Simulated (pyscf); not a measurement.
# Routes from HO–SiH₂• + hydrogen fluoride (HF)

Candidate steps break at most two bonds and form at most two. Each was searched with GFN2-xTB (tblite) first. Optimised with ωB97X-D3(BJ)/def2-SVP in PySCF. MP2 and CC: frozen core, UHF for open shells. ΔMP2 is the change of the MP2 total energy from the triple- to the quadruple-zeta basis. Energies: CCSD(T)/def2-TZVPP + ΔMP2(QZVPP), eV, from the separated reactants, doublet surface.

```tsv
products	type	ΔE‡	ΔE	ΔG‡ 298 K	ΔG‡ 900 K	ν‡ (cm⁻¹)
F–SiH₂• + H₂O	four-centre exchange	0.80	-0.38	1.20	2.11	784i
HO–SiH₂–F + H•	atom transfer	0.87	-0.88	1.21	2.09	711i
```

Row 1: On the reactant side the descent ends in a complex, 0.31 eV under the separated species and 0.99 eV under the saddle at ωB97X-D3(BJ)/def2-TZVP. On the product side the descent ends in a complex, 0.18 eV under the separated species and 1.23 eV under the saddle at ωB97X-D3(BJ)/def2-TZVP. 

Plain bond fissions and candidates not yet searched are not listed, and one of them may be faster. Each barrier is that of the saddle found; lower ones may exist. The CCSD(T) − MP2 part came from Ansatz, without density fitting, on the same reference.
